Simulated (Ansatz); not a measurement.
Compare A (`CCOC=O`) with its isomer B (`COC(C)=O`).

Gas-phase electronic energies from Ansatz, PBE0-D4/def2-TZVP geometries. CCSD(T)/CBS is the MP2 limit (def2-TZVPP, def2-QZVPP) plus CCSD(T) − MP2 in def2-TZVPP, frozen cores. Functionals use def2-TZVPP. B3LYP here is the variant with VWN-RPA as its local correlation; programs differ in this. One conformer a species, not always the lowest.

Which isomer does CCSD(T)/CBS put lower? Give the gap. (An estimate is asked.)

Ansatz gave: B, by 4.1 kcal/mol.

Give E(B) − E(A) in kcal/mol with CCSD(T)/def2-TZVPP, B3LYP-D4, CCSD/def2-TZVPP, ωB97M-V, PBE-D4, B2PLYP, r2SCAN-D4. (Estimate.)

Computed: CCSD(T)/def2-TZVPP -3.9, B3LYP-D4 -4.3, CCSD/def2-TZVPP -4.2, ωB97M-V -4.5, PBE-D4 -4.0, B2PLYP -4.2, r2SCAN-D4 -4.7. None reverses the order clearly.

Largest T1 diagnostic: 0.014.

In def2-TZVPP, CCSD(T) changes the Hartree–Fock value by +1.4 kcal/mol (the triples alone add +0.2 kcal/mol) and MP2 by +1.5 kcal/mol.
